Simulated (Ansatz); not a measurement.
A nudged elastic band was laid between two geometries of H$_{6}$OSi$_{2}$ (9 atoms, charge 0, multiplicity 1).

Theory: RKS PBE0-D4/cc-pVDZ (Ansatz).

| Property | Result |
| --- | --- |
| movable images | 9 |
| climbing image | yes |
| spring | 5.0 eV/Å² |
| optimiser | quadratic models (default) |
| start path | through a guess of the saddle point |
| force threshold | 0.03 eV/Å |
| iteration limit | 59 |
| end points | relaxed |

Initial state:

```xyz
9
Properties=species:S:1:pos:R:3
Si 0.240 0.041 0.159
H 0.301 0.177 1.652
H 1.621 -0.138 -0.388
H -0.380 1.270 -0.429
O -0.681 -1.298 -0.263
Si -1.650 -2.461 0.463
H -1.389 -2.504 1.939
H -3.092 -2.134 0.223
H -1.326 -3.787 -0.148
```

Final state:

```xyz
9
Properties=species:S:1:pos:R:3
Si -0.541 0.377 0.708
H 1.594 -0.218 0.747
H 1.609 -0.004 -0.002
H -0.146 1.146 -0.577
O -1.151 -1.003 -0.074
Si -1.790 -2.462 0.486
H -1.843 -2.471 1.985
H -3.168 -2.620 -0.072
H -0.918 -3.579 0.006
```

Problem. Which bonds break or form, and what moves?

Solution. Bonds broken: Si1–H2, Si1–H3. Bonds formed: H2–H3. H6OSi2 becomes H2 + H4OSi2.

Problem. Give the energies along the band, and the barrier.

Solution. It converged. The highest image is number 6 of 0 to 10, 2.76 eV above the first end and 0.69 eV above the last; the last end lies 2.07 eV above the first. A structure lower than the first end lies on the path between it and the top, so the climb from that side starts below the end, which may itself be a saddle point or a shallow side well. Neighbouring images differ by up to 1.5 eV, so the band resolves the path poorly. A vibrational analysis at the climbing image gives one clearly imaginary mode, 1218i cm⁻¹: a first-order saddle point. The orbitals stay closed-shell, which can raise the energy where a bond breaks towards radicals; this wasn't checked here.

```json
{"image": "0", "path coordinate (Å)": "0.00", "energy (eV)": "0.00", "Si1–H2 (Å)": "1.50", "Si1–H3 (Å)": "1.50", "H2–H3 (Å)": "2.45"}
{"image": "1", "path coordinate (Å)": "0.58", "energy (eV)": "0.00", "Si1–H2 (Å)": "1.50", "Si1–H3 (Å)": "1.50", "H2–H3 (Å)": "2.45"}
{"image": "2", "path coordinate (Å)": "1.16", "energy (eV)": "0.00", "Si1–H2 (Å)": "1.50", "Si1–H3 (Å)": "1.50", "H2–H3 (Å)": "2.44"}
{"image": "3", "path coordinate (Å)": "1.74", "energy (eV)": "0.00", "Si1–H2 (Å)": "1.50", "Si1–H3 (Å)": "1.50", "H2–H3 (Å)": "2.44"}
{"image": "4", "path coordinate (Å)": "2.32", "energy (eV)": "0.04", "Si1–H2 (Å)": "1.50", "Si1–H3 (Å)": "1.49", "H2–H3 (Å)": "2.34"}
{"image": "5", "path coordinate (Å)": "2.90", "energy (eV)": "1.24", "Si1–H2 (Å)": "1.47", "Si1–H3 (Å)": "1.49", "H2–H3 (Å)": "1.77"}
{"image": "6", "path coordinate (Å)": "3.47", "energy (eV)": "2.76", "Si1–H2 (Å)": "1.53", "Si1–H3 (Å)": "1.70", "H2–H3 (Å)": "1.23"}
{"image": "7", "path coordinate (Å)": "3.74", "energy (eV)": "2.41", "Si1–H2 (Å)": "1.66", "Si1–H3 (Å)": "1.84", "H2–H3 (Å)": "0.95"}
{"image": "8", "path coordinate (Å)": "4.02", "energy (eV)": "2.11", "Si1–H2 (Å)": "1.93", "Si1–H3 (Å)": "2.05", "H2–H3 (Å)": "0.80"}
{"image": "9", "path coordinate (Å)": "4.29", "energy (eV)": "2.07", "Si1–H2 (Å)": "2.16", "Si1–H3 (Å)": "2.23", "H2–H3 (Å)": "0.78"}
{"image": "10", "path coordinate (Å)": "4.57", "energy (eV)": "2.07", "Si1–H2 (Å)": "2.22", "Si1–H3 (Å)": "2.30", "H2–H3 (Å)": "0.78"}
```

Problem. What is the geometry of the highest image?

Solution. 
```xyz
9
Properties=species:S:1:pos:R:3:forces:R:3
Si -0.116 0.174 0.599 0.00 0.00 0.00
H 1.333 -0.223 0.871 0.00 0.00 0.00
H 1.300 0.013 -0.333 0.00 0.00 0.00
H -0.139 1.368 -0.302 0.00 0.00 0.00
O -1.059 -1.049 -0.084 0.00 0.00 0.00
Si -1.761 -2.467 0.494 0.00 0.00 0.00
H -1.926 -2.401 1.984 0.00 0.00 0.00
H -3.095 -2.612 -0.164 0.00 0.00 0.00
H -0.894 -3.637 0.145 0.00 0.00 0.00
```

Time of the run: 17 min on 1 thread of Arm Neoverse V1, with other jobs on the host, peak memory 0.16 GiB.
